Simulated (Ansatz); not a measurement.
Basis-set extrapolation for C2H3ClO, SMILES `CC(=O)Cl` (PBE0-D4/def2-TZVP geometry, frozen core, Ansatz). Multiplicity 1, RHF reference.

```csv
,def2-TZVPP,def2-QZVPP
HF,-611.925919,-611.945655
MP2 correlation,-0.749589,-0.808815
CCSD(T) correlation,-0.811456,not run
```

Energies in hartree. Use E(X) = E(∞) + A·exp(−7.88·√X) for Hartree–Fock and E(X) = E(∞) + B·X^(−2.97) for correlation, with X = 3 and 4, and add CCSD(T) minus MP2 of the smaller set to the MP2 limit.

Q: What is the CCSD(T) energy at the basis-set limit?

A: HF limit: -611.945655 + (-0.019736) × 0.13774 = -611.94837. MP2 limit: -0.808815 + (-0.059226) × 0.74074 = -0.85269. Higher-order term: -0.811456 − (-0.749589) = -0.06187. Total: -612.86293 hartree, 3.42 eV below CCSD(T)/def2-TZVPP.
